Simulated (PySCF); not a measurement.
MgH: from constants to spectrum

PBE0 constants of MgH, ²Σ⁺ (doublet), unpaired electrons σ ↑ (basis Mg def2-TZVP, H def2-TZVP; no relativity; PySCF 2.14; masses 23.9850 and 1.0078 u):

- ωe: 1468.4 cm⁻¹
- ωexe: 29.5 cm⁻¹
- Be: 5.731 cm⁻¹
- αe: 0.170 cm⁻¹
- D (centrifugal): 0.000349 cm⁻¹
- De to Mg + H: 1.40 eV

**Question.** Give the vibrational terms G(v) and spacings up to v = 6.

**Answer.** G(v) = ωe(v+½) − ωexe(v+½)².

| v | G(v) (cm⁻¹) | G(v) − G(v−1) | Bv (cm⁻¹) |
| --- | --- | --- | --- |
| 0 | 727 |  | 5.646 |
| 1 | 2136 | 1409 | 5.476 |
| 2 | 3487 | 1350 | 5.306 |
| 3 | 4778 | 1291 | 5.136 |
| 4 | 6010 | 1232 | 4.966 |
| 5 | 7184 | 1173 | 4.796 |
| 6 | 8298 | 1114 | 4.626 |

**Question.** How well does the Morse estimate ωe²/(4ωexe) reproduce De, and what is D0?

**Answer.** It gives 2.27 eV, 162 % of the computed De. D0 = De − G(0) = 1.40 − 0.09 = 1.31 eV.

Measured values (Huber and Herzberg, Constants of Diatomic Molecules (1979)): ωe = 1495.2 cm⁻¹, ωexe = 31.889 cm⁻¹, Be = 5.8257 cm⁻¹, αe = 0.1859 cm⁻¹.

The state is the lowest determinant that a PBE0 search found; another state may lie lower at other levels.
